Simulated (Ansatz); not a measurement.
## Ansatz (development build ahead of 0.2.0) run

```yaml
crystal:
  periodic: [false, false, false]
  atoms:
    - { symbol: S, position_ang: [0.00015, 0.00677, -0.11137] }
    - { symbol: H, position_ang: [0.0058, 0.96467, 0.82774] }
    - { symbol: H, position_ang: [0.00325, -0.97908, 0.82646] }
basis:
  gaussian: { orbitals: STO-3G }
hamiltonian:
  xc: hf
correlation:
  method: mp2
  frozen_orbitals: { H: 0, S: 5 }
```

The input is written out in the form of the current development build from the run's settings.

Output:

- Converged: yes
- Reference energy: -394.31081 hartree
- Correlation energy: -0.02927 hartree
- Total energy: -394.34008 hartree
- Spin squared of the determinant: 0.000
